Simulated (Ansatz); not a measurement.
# CHAlO (triplet): wave-function methods side by side, cc-pVTZ

The task here is to estimate one member of a computed series from the others.

Method: cc-pVTZ, core rule «outside noble gas», up to 7 orbitals frozen; program: Ansatz 0.2.0, Gaussian basis.

The runs, in order: UHF; CCSD(T) on ROHF; CCSD(T) on UHF; BCCD(T) on ROHF; CCSDT(Q) on ROHF; CCSDT(Q) on UHF.

6 further runs of the same task are left out: 6 set aside as unsound or not needed.

## The geometry

The geometry is a PBE0/def2-TZVP stationary point (not a proven minimum).

4 atoms, charge 0, spin multiplicity 3.

Atoms are counted from 1 here; the program's logs count them from 0.

Bond lengths: Al1–C2 1.926 Å, Al1–H4 1.582 Å, C2–O3 1.150 Å. Angles: C2–Al1–H4 114.0°, Al1–C2–O3 172.0°.

The first run:

The input, in.yaml:

```yaml
crystal:
  periodic: [false, false, false]
  atoms:
    - {symbol: Al, position_ang: [0.000000, -0.106146, 1.272497]}
    - {symbol: C, position_ang: [0.000000, 0.083663, -0.643702]}
    - {symbol: O, position_ang: [0.000000, 0.036255, -1.792225]}
    - {symbol: H, position_ang: [0.000000, 1.269000, 2.055591]}
basis:
  gaussian: {orbitals: cc-pVTZ}
magnetization: {spin_polarized: true, initial_magnetization: 2}
hamiltonian: {xc: hf}
output: {orbitals: {seedname: orbitals}}
```

Command:

```sh
> ansatz run in.yaml --threads 1 --pin off --events-out ev --progress --plain --max-ram 2560MiB --backend cpu
```

Among the steps run: UHF; CCSD(T) on ROHF; CCSD(T) on UHF; BCCD(T) on ROHF; CCSDT(Q) on ROHF; CCSDT(Q) on UHF.

One of the session's tables, all rows but one given; the rest of the session is left out.

```
   method  from UCCSDT(Q) (kcal/mol)
     ROHF                    +287.87
      UHF                    +285.85
     RMP2                          ?
     UMP2                     +23.34
    RCCSD                     +14.73
    UCCSD                     +14.62
 RCCSD(T)                      +1.48
 UCCSD(T)                      +1.51
  BCCD(T)                      +1.40
   RCCSDT                      +0.99
   UCCSDT                      +0.96
RCCSDT(Q)                      +0.17
UCCSDT(Q)                          0
```

Q: Estimate the row for RMP2 from the others.

**Answer.** from UCCSDT(Q) (kcal/mol): +22.48. In the column «from UCCSDT(Q) (kcal/mol)» it lies between RCCSD (+14.73) and UMP2 (+23.34).

With the free atoms at the same levels and basis (separate runs), the atomisation energy is 13.400 eV at UCCSDT(Q), 13.377 eV at RCCSD(T), 13.370 eV at UCCSD(T), 9.618 eV at ROHF.

Limits of these values: Restricted and unrestricted rows rest on different reference determinants; where their highest levels disagree by more than a few hundredths of an eV, they describe different states and don't form one ladder.
